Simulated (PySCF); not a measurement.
Below is a simulated gas-phase S 2p photoelectron spectrum of carbon disulfide, `S=C=S`.

Every computed line was given a Gaussian of 0.8 eV full width at half maximum and an area set by the number of equivalent atoms (split 2:1 within a doublet); the highest printed point is 100. Method: delta-SCF UKS SCAN, pcX-2 on the ionised atom, pcseg-1 elsewhere, spin-free X2C (PySCF 2.14.0).

(binding energy (eV), intensity): (169.0, 0), (169.1, 1), (169.2, 2), (169.3, 4), (169.4, 8), (169.5, 14), (169.6, 25), (169.7, 39), (169.8, 56), (169.9, 73), (170.0, 89), (170.1, 98), (170.2, 100), (170.3, 93), (170.4, 80), (170.5, 64), (170.6, 48), (170.7, 36), (170.8, 28), (170.9, 27), (171.0, 30), (171.1, 36), (171.2, 43), (171.3, 49), (171.4, 50), (171.5, 48), (171.6, 42), (171.7, 34), (171.8, 25), (171.9, 17), (172.0, 10), (172.1, 6), (172.2, 3), (172.3, 1), (172.4, 1), (172.5, 0)

Q: Count the maxima, the lines and the sites behind this envelope.

A: The curve has 2 maxima (at 170.2 and 171.4 eV). Under it lie 2 lines from 1 inequivalent sulfur site, drawn as a 2p3/2, 2p1/2 pair.

Q: Decompose the envelope and assign each component. Numbering: `[S:1]=[C:2]=[S:3]`.

A: 
```
position (eV)  relative area     line  atoms         environment
       170.17           1.33  S 2p3/2  S1/S3  sulfur bonded to C
       171.40           0.67  S 2p1/2  S1/S3  sulfur bonded to C
```

No satellites, vibrations or lifetime broadening are included. The first atom of each set that the bonding makes equivalent was ionised and stands for the set. Spin–orbit and ligand-field terms were added within each 2p shell after the spin-free SCF. 2p1/2 minus 2p3/2 (ligand field included): S 1.23 eV. Isolated species at its GFN2-xTB geometry, gas phase.
